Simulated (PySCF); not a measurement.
Al2H, quartet: the ladder up to full CI

Geometry: a point of a bend scan, not a stationary point.

| atom | x (Å) | y (Å) | z (Å) |
| --- | --- | --- | --- |
| Al | -0.8714 | 0.0000 | 0.7675 |
| Al | 0.8605 | 0.0000 | -0.8363 |
| H | 0.2903 | 0.0000 | 1.8432 |

Basis 6-31G; PySCF 2.14.0. Only valence electrons are correlated (noble-gas cores frozen), which leaves 7 electrons in 18 orbitals. Prefix R: restricted or restricted open-shell reference; prefix U: unrestricted.

Full CI is exact within this basis and frozen core; it isn't the basis-set limit. The frozen core follows each run's orbitals, which can shift R against U totals by a few meV.

The UHF ⟨S²⟩ is 3.770, the T1 diagnostic (ROHF- or RHF-based CCSD) is 0.0441 and the largest doubles amplitude (ROHF- or RHF-based CCSD) is 0.076. The T1 diagnostic (UCCSD) is 0.0315.

| level | E − E(RHF) (eV) |
| --- | --- |
| UHF | -0.0788 |
| RMP2 | -1.2401 |
| UMP2 | -1.2572 |
| RCCSD | -1.8513 |
| UCCSD | -1.8548 |
| RCCSD(T) | -1.9014 |
| UCCSD(T) | -1.9021 |

Problem. Estimate how far full CI in 6-31G lies from RCCSD(T). The table doesn't fix it; the size of (T) and the diagnostics are the guide.

Solution. Full CI in 6-31G lies 2.4 kJ/mol below RCCSD(T), which is 50 % of the (T) step (-4.8 kJ/mol). T1 is raised, and the rest is a large part of (T).

The other levels:

```
 level  E − E(full CI) (kJ/mol)  share of correlation (%)  wall time
RCCSDT                      0.3                     99.82      3.8 s
UCCSDT                      0.3                     99.85      3.9 s
```

The correlation energy at full CI, counted from RHF, is -1.926 eV. The search over symmetries took 33 s on 1 thread of Intel Xeon, shared host; the state has 658,896 determinants.

Times are those of the correlated step on a shared host, with one SCF added for the restricted CCSD run; they ran on 1 thread of Intel Xeon.

The full-CI state has the irrep A'' of Cs, in the program's axes.

Natural occupations of full CI about the gap: 1.957 1.913 1.003 0.988 0.976 0.048 0.041 0.027 0.019 0.007; effectively unpaired electrons, Σ n²(2−n)², 3.05.
